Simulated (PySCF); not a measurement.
**How the functional moves excitation energies**

Compound: C₄H₁₀NS (charge +1).
Atom-mapped SMILES: `[H]/[N:6]=[CH:5]/[CH2:4][S+:2]([CH3:1])[CH3:3]` (hydrogens: H7, H8, H9 on C1; H10, H11, H12 on C3; H13, H14 on C4; H15 on C5; H16 on N6)

Structure used (PBE0-D3(BJ)/def2-SVP), in Å, numbered top down from 1:
```xyz
16
C4H10NS angstrom
C     -0.685    1.575   -0.076
S     -0.539   -0.117   -0.661
C     -2.003   -0.884    0.050
C      0.759   -0.841    0.381
C      2.092   -0.339   -0.090
N      2.120    0.555   -0.980
H     -0.803    1.599    1.016
H     -1.563    2.006   -0.577
H      0.228    2.087   -0.403
H     -1.979   -1.951   -0.211
H     -2.875   -0.420   -0.431
H     -2.041   -0.744    1.139
H      0.565   -0.606    1.441
H      0.672   -1.934    0.253
H      2.973   -0.805    0.386
H      3.068    0.828   -1.251
```

Linear-response calculations in the def2-SVPD basis (PySCF; singlets by full response, triplets Tamm–Dancoff, core orbitals frozen in the response; HF means time-dependent Hartree–Fock). 'Strongest' is the level of largest summed f among the singlets computed (10 roots, of which the last may lack a degenerate partner); it can jump between rows when another state enters that window. S1 is the lowest singlet of each run and needn't be the same state throughout; f(S1) is that of one state. Geometry: PBE0-D3(BJ)/def2-SVP, one conformer, isolated ion.

```
functional                               kind  S1 (eV)  f(S1)  strongest (eV)  T1 (eV)  HOMO (eV)  gap (eV)  ionisation energy, ΔSCF (eV)
       LDA                                LDA     5.03  0.002            7.50     4.35     -10.97      4.65                         14.40
       PBE                                GGA     5.16  0.002            7.49     4.37     -10.90      4.81                         14.29
     B3LYP  global hybrid, 20% exact exchange     5.37  0.001            8.33     4.56     -12.16      6.97                         14.59
      PBE0  global hybrid, 25% exact exchange     5.42  0.001            6.86     4.55     -12.40      7.48                         14.56
 BHandHLYP  global hybrid, 50% exact exchange     5.64  0.001            8.74     4.78     -13.86     10.15                         14.57
 CAM-B3LYP             range-separated hybrid     5.45  0.001            8.50     4.63     -13.83     10.11                         14.71
   wB97X-D             range-separated hybrid     5.48  0.001            8.86     4.71     -14.31     11.28                         14.65
   LC-wPBE             range-separated hybrid     5.51  0.001            8.96     4.63     -15.18     12.72                         14.77
```

Problem. What does HF (Hartree–Fock) give?

Solution. S1 (eV) 6.07, f(S1) 0.001, strongest (eV) 8.45, T1 (eV) 4.34, HOMO (eV) -16.15, gap (eV) 14.75, ionisation energy, ΔSCF (eV) not settled. S1 runs from 5.03 eV (LDA) to 6.07 eV (HF), a spread of 1.03 eV, while the orbital gap spreads over 10.1 eV. Along PBE (0%), B3LYP (20%), PBE0 (25%), BHandHLYP (50%), HF (100%) S1 rises with the share of exact exchange. −ε(HOMO) comes closest to its own ΔSCF ionisation energy with wB97X-D (-0.34 eV) and misses most with LDA (-3.43 eV). 'Not settled' means that the ion's SCF failed to converge or may have ended in another state than the lowest.
